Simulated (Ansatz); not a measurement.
Born–Oppenheimer molecular dynamics of ClNa (2 atoms, charge 0, multiplicity 1). It goes on from the last frame of an earlier run, with new velocities.

Method: Ansatz 0.2.0, UKS B3LYP/def2-SVP.

```yaml
ensemble: NVT, Langevin thermostat
time_step: 2 fs
steps_asked: 400
set_temperature: 300 K
friction: 0.02 /fs
seed: 560904
```

Frames 4 fs apart, positions in Å, forces in eV/Å.

Velocities at 540.0 fs (Å/ps):

```
Na 5.92 2.48 -1.93
Cl 2.73 -5.13 -5.64
```

```xyz
2
Properties=species:S:1:pos:R:3:forces:R:3 time_fs=540.0 energy_less_start_eV=-0.034 T=673
Na 0.834 -3.481 -0.908 -0.48 0.49 -0.43
Cl 2.162 -4.853 0.286 0.48 -0.49 0.43
2
Properties=species:S:1:pos:R:3:forces:R:3 time_fs=544.0 energy_less_start_eV=-0.041 T=585
Na 0.856 -3.466 -0.915 -0.41 0.44 -0.37
Cl 2.174 -4.873 0.267 0.41 -0.44 0.37
2
Properties=species:S:1:pos:R:3:forces:R:3 time_fs=548.0 energy_less_start_eV=-0.057 T=612
Na 0.872 -3.447 -0.929 -0.25 0.27 -0.23
Cl 2.194 -4.888 0.261 0.25 -0.27 0.23
2
Properties=species:S:1:pos:R:3:forces:R:3 time_fs=552.0 energy_less_start_eV=-0.067 T=636
Na 0.885 -3.423 -0.947 -0.07 0.08 -0.07
Cl 2.218 -4.899 0.256 0.07 -0.08 0.07
2
Properties=species:S:1:pos:R:3:forces:R:3 time_fs=556.0 energy_less_start_eV=-0.066 T=573
Na 0.892 -3.401 -0.969 0.09 -0.10 0.08
Cl 2.241 -4.910 0.248 -0.09 0.10 -0.08
2
Properties=species:S:1:pos:R:3:forces:R:3 time_fs=560.0 energy_less_start_eV=-0.061 T=344
Na 0.904 -3.384 -0.980 0.17 -0.19 0.15
Cl 2.259 -4.920 0.239 -0.17 0.19 -0.15
2
Properties=species:S:1:pos:R:3:forces:R:3 time_fs=564.0 energy_less_start_eV=-0.057 T=441
Na 0.919 -3.364 -0.977 0.22 -0.25 0.19
Cl 2.274 -4.931 0.230 -0.22 0.25 -0.19
2
Properties=species:S:1:pos:R:3:forces:R:3 time_fs=568.0 energy_less_start_eV=-0.055 T=459
Na 0.941 -3.340 -0.973 0.23 -0.27 0.20
Cl 2.287 -4.934 0.216 -0.23 0.27 -0.20
2
Properties=species:S:1:pos:R:3:forces:R:3 time_fs=572.0 energy_less_start_eV=-0.057 T=377
Na 0.968 -3.319 -0.968 0.21 -0.25 0.18
Cl 2.293 -4.937 0.201 -0.21 0.25 -0.18
2
Properties=species:S:1:pos:R:3:forces:R:3 time_fs=576.0 energy_less_start_eV=-0.061 T=310
Na 0.993 -3.303 -0.964 0.16 -0.21 0.14
Cl 2.294 -4.936 0.186 -0.16 0.21 -0.14
2
Properties=species:S:1:pos:R:3:forces:R:3 time_fs=580.0 energy_less_start_eV=-0.065 T=376
Na 1.018 -3.291 -0.966 0.12 -0.15 0.10
Cl 2.295 -4.933 0.172 -0.12 0.15 -0.10
2
Properties=species:S:1:pos:R:3:forces:R:3 time_fs=584.0 energy_less_start_eV=-0.067 T=284
Na 1.040 -3.278 -0.966 0.05 -0.07 0.04
Cl 2.291 -4.924 0.158 -0.05 0.07 -0.04
```

Of the whole run (800 fs, mean temperature of the second half 302 K): A run of 0.8 ps of so small a system gives no equilibrium averages.

Time of the run: 7 min on 1 thread of Arm Neoverse V1, on a shared host, peak memory 0.094 GiB.
